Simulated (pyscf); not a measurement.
Four-centre exchange: H₃Ge–GeH(GeH₃)–GeH₃ + hydrogen fluoride (HF) → F–Ge(GeH₃)(GeH₃)–GeH₃ + hydrogen (H₂)

Gas phase, singlet surface, charge 0. Bonds broken: Ge1–H5, F15–H16. Bonds formed: Ge1–F15, H5–H16. Structures and frequencies: ωB97X-D3(BJ)/def2-SVP in PySCF.

Transition state (Å):

```xyz
16

Ge    -0.5088     0.2448     0.1347
Ge     1.0085     2.0142     0.8082
Ge    -2.2787    -0.0424     1.7279
Ge    -0.9832     0.3493    -2.2143
H      1.0527    -0.8231     0.5421
H      1.4665     1.8064     2.2611
H      2.2444     2.0401    -0.1061
H      0.2813     3.3681     0.7028
H     -3.4621    -0.7507     1.0621
H     -1.7395    -0.8934     2.8840
H     -2.7280     1.3229     2.2790
H     -2.2877    -0.3960    -2.5110
H     -1.1019     1.8149    -2.6701
H      0.1815    -0.3120    -2.9611
F     -0.7098    -1.8413    -0.1377
H      0.4487    -1.4724     0.2792
```

One imaginary mode, 1106i cm⁻¹; descent along it reached the two sides named.

```json
[
 {"bond": "Ge1–H5", "change": "breaks", "reactant side (Å)": "1.548", "saddle": "1.935", "product side": "4.0"},
 {"bond": "F15–H16", "change": "breaks", "reactant side (Å)": "0.927", "saddle": "1.285", "product side": "2.337"},
 {"bond": "Ge1–F15", "change": "forms", "reactant side (Å)": "3.1", "saddle": "2.113", "product side": "1.774"},
 {"bond": "H5–H16", "change": "forms", "reactant side (Å)": "2.358", "saddle": "0.925", "product side": "0.761"}
]
```

Electronic energies relative to the separated reactants (kcal/mol):

```
level                   barrier  reaction energy  reverse barrier
----------------------  -------  ---------------  ---------------
ωB97X-D3(BJ)/def2-TZVP     37.4             -7.1             44.5
PBE/def2-TZVP              30.6             -7.7             38.3
r²SCAN/def2-TZVP           33.2             -8.6             41.7
B3LYP-D3(BJ)/def2-TZVP     34.7             -8.5             43.2
PBE0-D3(BJ)/def2-TZVP      35.9             -5.1             41.0
M06-2X/def2-TZVP           36.7            -10.0             46.7
ωB97M-D3(BJ)/def2-TZVP     37.4             -6.4             43.7
HF/def2-TZVP               55.5             -5.8             61.3
```

With ωB97M-D3(BJ)/def2-TZVP energies and thermal terms (ideal gas, 1 atm, RRHO with modes under 100 cm⁻¹ raised to 100, one conformer, R ln 2 for chiral ones without a mode under 150 cm⁻¹), in kcal/mol:

```json
[
 {"T (K)": "298", "ΔH‡": "35.2", "ΔG‡": "44.3", "ΔH": "-8.8", "ΔG": "-7.5"},
 {"T (K)": "600", "ΔH‡": "35.2", "ΔG‡": "53.6", "ΔH": "-8.1", "ΔG": "-6.5"},
 {"T (K)": "900", "ΔH‡": "35.6", "ΔG‡": "62.7", "ΔH": "-7.6", "ΔG": "-5.8"},
 {"T (K)": "1200", "ΔH‡": "36.1", "ΔG‡": "71.6", "ΔH": "-7.3", "ΔG": "-5.3"}
]
```

At the saddle there is also a short Ge–H contact that neither side keeps. This is the saddle that the search found; another between the same sides may lie lower. Elements up to Kr have no core potential and no relativistic terms here.
